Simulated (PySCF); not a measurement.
Species: sulfuryl chloride, Cl₂O₂S.
Cartesian coordinates in Å at the PBE0-D3(BJ)/def2-SVP level; atoms count from 1:
```
atom  x, y, z in Å
O1     1.162   -0.115   -1.121
S2     0.285   -0.081    0.015
O3     0.671   -0.520    1.327
Cl4   -0.455    1.826    0.186
Cl5   -1.445   -1.067   -0.492
```

Level: CAM-B3LYP/def2-SVPD in PySCF, non-relativistic, on one gas-phase PBE0-D3(BJ)/def2-SVP geometry that isn't relaxed in the solvent. The solvent is an IEF-PCM continuum (van der Waals radii × 1.2), and excitations are vertical TDDFT with non-equilibrium linear response and a frozen core. Only the electrostatic response of the medium enters.

Gas-phase singlets (H = HOMO, L = LUMO):

```
state  E (eV)  λ (nm)      f             leading configurations
   S1   4.855     255  0.000                          H-2→L 96%
   S2   4.873     254  0.000                          H-1→L 95%
   S3   4.957     250  0.002                            H→L 96%
   S4   6.067     204  0.004  H-4→L 70%, H-6→L 19%, H-2→L+1 10%
   S5   6.468     192  0.201                          H-3→L 93%
```

Problem. Give the list for chloroform (ε = 4.711), n² = 2.09.

Solution. 
| state | E (eV) | λ (nm) | f | leading configurations | change by rank (eV) |
| --- | --- | --- | --- | --- | --- |
| S1 | 4.840 | 256 | 0.001 | H→L 97% | -0.015 |
| S2 | 4.895 | 253 | 0.000 | H-1→L 97% | +0.022 |
| S3 | 5.008 | 248 | 0.002 | H-2→L 97% | +0.051 |
| S4 | 6.036 | 205 | 0.005 | H-4→L 76%, H-6→L 12%, H→L+1 11% | -0.031 |
| S5 | 6.435 | 193 | 0.270 | H-3→L 94% | -0.033 |

Problem. How do the frontier levels move from gas to chloroform?

Solution. 
| orbital | gas (eV) | solvent (eV) | change (eV) | Löwdin shares, gas | Löwdin shares, solvent |
| --- | --- | --- | --- | --- | --- |
| LUMO+2 | 0.60 | 0.69 | +0.09 | S2 44 %, Cl4 18 %, Cl5 18 %, O1 10 % | S2 45 %, Cl4 17 %, Cl5 17 %, O1 11 % |
| LUMO+1 | -0.43 | -0.31 | +0.12 | S2 32 %, Cl4 19 %, Cl5 19 %, O1 15 % | S2 32 %, Cl4 19 %, Cl5 19 %, O1 15 % |
| LUMO | -2.65 | -2.48 | +0.17 | Cl5 30 %, Cl4 30 %, S2 24 %, O1 8 % | Cl5 30 %, Cl4 30 %, S2 24 %, O1 8 % |
| HOMO | -11.49 | -11.36 | +0.13 | O3 27 %, O1 26 %, Cl5 26 %, Cl4 19 % | Cl5 46 %, Cl4 46 %, O3 5 % |
| HOMO-1 | -11.50 | -11.38 | +0.12 | Cl4 37 %, Cl5 30 %, O3 17 %, O1 14 % | Cl5 37 %, Cl4 33 %, O1 15 %, O3 14 % |
| HOMO-2 | -11.52 | -11.40 | +0.12 | Cl5 45 %, Cl4 45 %, O1 6 % | Cl4 27 %, O3 25 %, O1 25 %, Cl5 22 % |
| HOMO-3 | -12.32 | -12.20 | +0.12 | Cl5 26 %, Cl4 26 %, O1 19 %, O3 19 % | Cl5 25 %, Cl4 25 %, O1 20 %, O3 20 % |

The HOMO–LUMO gap goes from 8.84 to 8.87 eV. Rows go by rank; for HOMO-2, HOMO-1 and HOMO the atom shares or the degeneracy differ between the runs, so the row needn't follow one orbital.

Hardware: one thread of an Arm Neoverse V2, no GPU, shared host. Cost: 7.8 s, 0.57 GiB resident at most. This is the whole response run at CAM-B3LYP/def2-SVPD in chloroform, SCF included.
